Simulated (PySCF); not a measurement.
## Mass spectrum arithmetic for tetracyclo[2.2.0.02,6.03,5]hexane

Species: `C12C3C1C1C2C31` (tetracyclo[2.2.0.02,6.03,5]hexane).

Calculated from tabulated atomic weights, isotope masses and abundances; no fragmentation.

(1) Molar mass and exact mass?

(2) Give the isotope pattern of the molecular ion M+•, merging species of the same nominal mass.

(3) What share of all molecules is the monoisotopic species?

(4) Elemental analysis, calculated?

(5) Which m/z would the protonated, sodiated and deprotonated molecule have?

(6) How many rings plus π bonds does the formula give with the usual valences, and does the nitrogen rule hold?

(7) What resolving power m/Δm just matches the spacing of the species with one 13C and with one 2H?

Answers

(1) For C6H6, with standard atomic weights, 6 × 12.011 + 6 × 1.008 = 78.114 g/mol. From the most abundant isotopes (12C, 1H), 6 × 12.000000 + 6 × 1.007825 = 78.0470 u.

(2) 
```tsv
nominal mass	m/z (centroid)	relative intensity
78	78.0464	100.0
79	79.0498	6.6
80	80.0532	0.2
```

Cut off at 0.1 %. One electron mass, 0.00055 u, is taken off.

(3) 0.9893^6 × 0.999885^6 = 93.68 %.

(4) C 92.26 %, H 7.74 %.

(5) [M+H]+ 79.0542, [M+Na]+ 101.0362, [M−H]− 77.0397, for the monoisotopic species (arithmetic only; whether such ions form is another matter).

(6) (2 × 6 + 2 + 0 − 6)/2 = 4; the structure has 4 rings and 0 π bonds. The nominal mass 78 is even, with 0 nitrogens, as the rule says.

(7) They lie 0.00292 u apart at mass 79.05, so m/Δm is about 27000.
